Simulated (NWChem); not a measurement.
# N2 cation, doublet

Results from NWChem. Spin-unrestricted. Geometry: optimised at B3LYP/6-31G* (spherical d), spin-unrestricted. No stability test was run on the SCF state. Vertical excitations in the gas phase. Excited states of an open shell can be spin-contaminated.

**Question.** Predict the results for PBE/aug-cc-pVDZ, TDA. Quantities: lowest excitation (eV); oscillator strength of that lowest state; lowest state with f > 0.02 (eV); oscillator strength of that bright state; lowest empty minus highest occupied level, either spin (eV).

**Answer.** 
```
Quantity                                                     Result
-----------------------------------------------------------  ------
lowest excitation (eV)                                         1.58
oscillator strength of that lowest state                      0.003
lowest state with f > 0.02 (eV)                                4.12
oscillator strength of that bright state                      0.049
lowest empty minus highest occupied level, either spin (eV)    1.75
```
